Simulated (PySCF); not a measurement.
Molecule: SMILES FC(C#N)(F)F, C2F3N.

Molfile (atoms numbered from 1):
```
C2F3N
     RDKit          3D

  6  5  0  0  0  0  0  0  0  0999 V2000
    2.1867    0.0841   -0.0019 N   0  0  0  0  0  0  0  0  0  0  0  0
    1.0342    0.0321   -0.0077 C   0  0  0  0  0  0  0  0  0  0  0  0
   -0.4504   -0.0375   -0.0134 C   0  0  0  0  0  0  0  0  0  0  0  0
   -0.8543   -1.0215   -0.8005 F   0  0  0  0  0  0  0  0  0  0  0  0
   -0.8985   -0.2560    1.2125 F   0  0  0  0  0  0  0  0  0  0  0  0
   -0.9546    1.1028   -0.4582 F   0  0  0  0  0  0  0  0  0  0  0  0
  1  2  3  0
  2  3  1  0
  3  4  1  0
  3  5  1  0
  3  6  1  0
M  END
```

Geometry PBE0-D3(BJ)/def2-SVP throughout; GIAO in PySCF 2.14.0 with density-fitted response routines, gas phase, one conformer, non-relativistic; equivalent atoms averaged; functional PBE0.

Problem. How do the absolute shieldings σ depend on the basis set? (ppm; last column core-seconds on shared hosts with different chips, so compare them loosely)

Solution. 
```
    basis set  functions     N1     C3     C2  F4/F5/F6  core-s
       STO-3G         30   64.2  145.4  149.0     386.2     1.9
        6-31G         54  -17.0   85.9   90.1     254.0     4.1
     pcSseg-0         54  -64.1   60.2   64.5     248.8       3
       6-31G*         84   -8.3   86.2   92.0     267.5     5.8
     def2-SVP         84  -21.4   82.4   87.5     268.3     5.4
      cc-pVDZ         84  -13.3   86.4   90.1     265.5     4.8
     pcSseg-1        102  -49.5   70.4   70.7     244.2     8.6
  aug-cc-pVDZ        138  -13.8   84.9   87.2     254.7     8.2
6-311+G(2d,p)        162  -39.3   73.1   73.0     239.6      13
      cc-pVTZ        180  -39.5   71.5   75.3     245.9      12
    def2-TZVP        186  -41.6   69.9   72.8     241.4      16
     IGLO-III        210  -48.2   66.4   67.8     237.9      14
     pcSseg-2        216  -51.4   65.6   67.0     239.7      30
```

Problem. Which nucleus moves most, in ppm?

Solution. F4/F5/F6 (fluorine of a CF3 group): from 237.9 ppm with IGLO-III to 386.2 ppm with STO-3G. The smallest spread is 84.5 ppm, at C2.

Problem. Taking the largest basis, pcSseg-2 (216 functions), as the yardstick, rank the others by their worst heavy-atom deviation.

Solution. IGLO-III 3.2 ppm (210 functions), pcSseg-1 4.8 ppm (102 functions), def2-TZVP 9.8 ppm (186 functions), cc-pVTZ 11.9 ppm (180 functions), 6-311+G(2d,p) 12.1 ppm (162 functions), pcSseg-0 12.7 ppm (54 functions), def2-SVP 30.0 ppm (84 functions), 6-31G 34.4 ppm (54 functions), aug-cc-pVDZ 37.6 ppm (138 functions), cc-pVDZ 38.1 ppm (84 functions), 6-31G* 43.1 ppm (84 functions), STO-3G 146.5 ppm (30 functions).

A small basis that lands close on one nucleus may do so by chance; judge by the trend and by all nuclei.
